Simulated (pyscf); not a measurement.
Structures and frequencies: ωB97X-D3(BJ)/def2-SVP in PySCF. Correlated levels are frozen-core, on RHF or UHF. ΔMP2 is the change of the MP2 total energy from the triple- to the quadruple-zeta basis.

Q: PBE/def2-TZVP puts the barrier of O=CH–OH + SiH₄ -> HO–SiH₃ + H₂C=O (four-centre exchange; singlet surface; C–O, H–Si broken, O–Si, C–H formed) at 173.4 kJ/mol and the reaction energy at -19.1 kJ/mol, from the separated reactants. What do B3LYP-D3(BJ)/def2-TZVP, M06-2X/def2-TZVP, CCSD(T)/def2-TZVPP + ΔMP2(QZVPP) give on the same structures?

A: B3LYP-D3(BJ): ΔE‡ = 194.3 kJ/mol, ΔE = -35.5 kJ/mol; M06-2X: ΔE‡ = 196.3 kJ/mol, ΔE = -43.0 kJ/mol; CCSD(T): ΔE‡ = 204.6 kJ/mol, ΔE = -46.2 kJ/mol. PBE's barrier lies under all of them, by 20.9 to 31.1 kJ/mol. Its reaction energy lies over all of them, by 16.4 to 27.1 kJ/mol. Low barriers are usual for a GGA, whose delocalisation error favours stretched bonds. On the product side the descent ends in a complex (not fully relaxed), 23.5 kJ/mol under the separated species and 257.8 kJ/mol under the saddle at ωB97X-D3(BJ)/def2-TZVP. This is the saddle that the search found; another between the same sides may lie lower. The CCSD(T) − MP2 part came from Ansatz, without density fitting, on the same reference.
